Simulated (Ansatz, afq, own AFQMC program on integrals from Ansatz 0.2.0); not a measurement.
## AlH3, singlet in cc-pVDZ, levels against full CI

| atom | x (Å) | y (Å) | z (Å) |
| --- | --- | --- | --- |
| Al | 0.0000 | 0.0000 | 0.0000 |
| H | 2.4183 | 0.0230 | -0.0001 |
| H | -1.2290 | 2.0828 | -0.0043 |
| H | -1.1893 | -2.1058 | 0.0044 |

Basis cc-pVDZ. Only valence electrons are correlated. Ansatz 0.2.0 and our own AFQMC program on the same integrals; the CISD trial comes from CCSD amplitudes, and released means the phaseless constraint is let go. Uncertainties: one standard error, sampling alone.

Determinant: RHF, the one that the program's search chose, which needn't be the lowest solution. The geometry is a point of a scan.

Full CI on the same integrals is exact in this basis and with this determinant's frozen core.

Cautions: restricted determinant unstable towards unrestricted (UHF 802 meV lower, ⟨S²⟩ 1.12); strong correlation (T1 0.034, weight of the determinant 0.80, largest double 0.20); the released energies are still falling, so no released level is given (meV from the phaseless value at times in 1/Eh: -11 ± 4 at 0.24, -19 ± 3 at 0.51, -30.1 ± 2.4 at 0.99, -41 ± 3 at 1.62, -43 ± 3 at 2.40).

The T1 diagnostic is 0.0337. The weight of the determinant in the CISD state is 0.803. The size of the correlated space is 6 electrons in 28 orbitals.

Reference: full CI, correlation energy -3.978 eV.

| level | E − E(reference) (kcal/mol) | share of correlation (%) |
| --- | --- | --- |
| HF | 91.73 | 0.00 |
| MP2 | 33.72 | 63.24 |
| CCSD | 5.32 | 94.20 |
| CCSD(T) | 1.78 | 98.06 |
| CCSDT | 0.29 | 99.68 |
| CCSDT(Q) | 0.06 | 99.94 |
| CCSDTQ | -0.01 | 100.01 |
| ph-AFQMC/HF | 4.10 ± 0.73 | 95.53 |
| ph-AFQMC/CISD | 1.64 ± 0.11 | 98.21 |

CCSDT and higher add their correlation energy to the determinant of the CCSD(T) run, since their own runs factorise the integrals more tightly (a shift of under 2 meV). A walk keeps the symmetry of its determinant, which the program's search chose and which needn't be the lowest solution, so a lower state of the same spin and another symmetry isn't excluded.
